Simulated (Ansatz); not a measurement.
# Predicting the next basis: MP2 on CHClF2 (difluorochloromethane)

CHClF2: 5 atoms, total charge 0, spin state singlet. SMILES: `FC(F)Cl`. The coordinates come from a PBE0-D4/def2-TZVP relaxation.

MP2 correlation energies, 8 core orbitals frozen (Ansatz 0.2.0):

```
      basis  X  correlation energy (Eh)
cc-pV(D+d)Z  2                -0.645049
cc-pV(T+d)Z  3                -0.853492
cc-pV(Q+d)Z  4                        ?
```

Q: Take E(X) = E∞ + A/X³, fix the two constants on the known rows and predict the third.

A: 
1. A = (-0.645049 − (-0.853492))/(1/8 − 1/27) = 2.36967 Eh.
2. E∞ = -0.853492 − 2.36967/27 = -0.941258 Eh.
3. X = 4: -0.941258 + 2.36967/64 = -0.904232 Eh.

The run gave -0.931271 Eh, so the prediction is off by +27.0 mEh, 35 % of the last step. The small sets lie short of the range where X⁻³ holds, so the true step is larger than predicted.
